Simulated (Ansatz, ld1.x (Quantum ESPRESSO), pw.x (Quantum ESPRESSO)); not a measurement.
**Equation-of-state test of one TM potential (strontium (Sr))**

ld1.x (Quantum ESPRESSO) 7.5 input, shortened:

```
&input
   title='Sr', zed=38., rel=1, dft='PW', iswitch=3,
   config='[Kr] 4d0 5s2 5p0'
 /
 &inputp
   pseudotype=2, tm=.true., lloc=1,
   nlcc=.true., rcore=1.95
 /
3
5S  1  0   2.00   0.00  2.30  2.30  0.0
4D  3  2   0.00   0.00  3.45  3.45  0.0
5P  2  1   0.00   0.00  4.20  4.20  0.0
 &test
   configts(1)='4d0 5s2 5p0'
 /
```

Atomic tests: cutoffs needed: 25 Ry and 45 Ry (the cutoffs (Ry, on a coarse ladder) from which the occupation-weighted sum of valence levels, in a spherical-Bessel basis at the reference potential, stays within 10 and 1 mRy of its value at 400 Ry); ghost test: no extra level below or beside the all-electron valence levels (s, d, p, f tested) (spherical-Bessel basis up to 400 Ry, 20 bohr box); largest excitation error: -75 meV (all-electron minus pseudo) for 4d0 5s0 5p1, out of 7 test configurations.

Crystal test: bcc Sr in pw.x 7.5, no spin, 10³ k-points, Fermi–Dirac smearing 0.01 Ry, cutoffs 55/220 Ry. The reference is all-electron LAPW (Ansatz 0.2.0) with the same functional, mesh and smearing; V0 and B0 come from Birch–Murnaghan fits to the pressures at five volumes. Errors are pseudo minus all-electron; Δ is the rms difference of the E(V) curves that follow from these fits, minima aligned, over ±6 % about the mean V0. Mesh and smearing are coarse, so the numbers serve the comparison and aren't converged zero-temperature values; the lattice is a test structure that the element need not adopt.

All-electron: a0 = 4.583 Å (V0 = 48.12 Å³/atom), B0 = 13.4 GPa.

Question: How far does the potential miss the all-electron equation of state?

Answer: mean pressure error (GPa): +0.73; a0 (Å): 4.655; a0 error (%): +1.57; B0 error (%): +5.6; Δ (meV/atom): 7.0. The largest radius (4.20 bohr) exceeds half the bond length (3.75 bohr), so the spheres overlap, which is one possible source of error among others. This is a poor potential for the solid. The logarithmic derivative shows an extra or strongly shifted pseudo pole above the reference energy (s near 1.05 Ry).

| V (Å³/atom) | P all-electron (GPa) | P pseudo (GPa) |
| --- | --- | --- |
| 45.653 | 0.77 | 1.68 |
| 46.855 | 0.37 | 1.18 |
| 48.056 | 0.02 | 0.74 |
| 49.257 | -0.30 | 0.35 |
| 50.459 | -0.59 | -0.01 |

Question: At the middle volume, how do free energy and pressure move when the wave cutoff is lowered (ecutrho kept at four times it)?

Answer:

```csv
cutoff (Ry),shift of F (meV/atom),shift of P (GPa)
25,+84.9,-0.07
33,+36.3,-0.33
44,+1.9,+0.02
```

Input at the middle volume:

```
&control
  calculation='scf', prefix='x', pseudo_dir='./', outdir='./tmp', tstress=.true., disk_io='none'
/
&system
  ibrav=0, nat=1, ntyp=1, ecutwfc=55, ecutrho=220, nbnd=8,
  occupations='smearing', smearing='fd', degauss=0.01
/
&electrons
  conv_thr=1e-09, mixing_beta=0.4, electron_maxstep=70
/
ATOMIC_SPECIES
Sr 1.0 Sr.UPF
CELL_PARAMETERS angstrom
  -2.29031847 2.29031847 2.29031847
  2.29031847 -2.29031847 2.29031847
  2.29031847 2.29031847 -2.29031847
ATOMIC_POSITIONS crystal
Sr 0.0000 0.0000 0.0000
K_POINTS automatic
10 10 10 0 0 0
```

```bash
pw.x < Sr.scf.in > Sr.scf.out
```

Lines of the output:

```
Message from routine setup:
     using ibrav=0 with symmetry is DISCOURAGED, use correct ibrav instead
     lattice parameter (alat)  =       7.4964  a.u.
     unit-cell volume          =     324.2980 (a.u.)^3
     number of electrons       =         2.00
     number of Kohn-Sham states=            8
     kinetic-energy cutoff     =      55.0000  Ry
     charge density cutoff     =     220.0000  Ry
     scf convergence threshold =      1.0E-09
     Exchange-correlation= PW
     number of k points=    47  Fermi-Dirac smearing, width (Ry)=  0.0100
     iteration #  1     ecut=    55.00 Ry     beta= 0.40
     total energy              =      -6.70986661 Ry
     estimated scf accuracy    <       0.00107340 Ry
     iteration #  2     ecut=    55.00 Ry     beta= 0.40
     total energy              =      -6.70992676 Ry
     estimated scf accuracy    <       0.00039338 Ry
     iteration #  3     ecut=    55.00 Ry     beta= 0.40
     total energy              =      -6.70993532 Ry
     estimated scf accuracy    <       0.00000063 Ry
     iteration #  4     ecut=    55.00 Ry     beta= 0.40
     total energy              =      -6.70993649 Ry
     estimated scf accuracy    <       0.00000006 Ry
     iteration #  5     ecut=    55.00 Ry     beta= 0.40
     total energy              =      -6.70993649 Ry
     estimated scf accuracy    <          1.7E-09 Ry
     iteration #  6     ecut=    55.00 Ry     beta= 0.40
     total energy              =      -6.70993649 Ry
     estimated scf accuracy    <          1.6E-09 Ry
     iteration #  7     ecut=    55.00 Ry     beta= 0.40
     the Fermi energy is     2.1660 ev
!    total energy              =      -6.70993649 Ry
     estimated scf accuracy    <          7.3E-12 Ry
     smearing contrib. (-TS)   =      -0.00535444 Ry
     The total energy is F=E-TS. E is the sum of the following terms:
     one-electron contribution =       1.24166240 Ry
     hartree contribution      =       0.00260980 Ry
     xc contribution           =      -6.26716726 Ry
     ewald contribution        =      -1.68168701 Ry
     convergence has been achieved in   7 iterations
          total   stress  (Ry/bohr**3)                   (kbar)     P=        7.41
     Message from routine punch:
     Nothing written, as per user request (disk_io='none')
```

The run at the middle volume (47 k-points, 7 iterations) took about 7.4 s on one core of a shared host (Intel(R) Xeon(R) Platinum 8488C, 192 threads, 744 GiB, load 125).
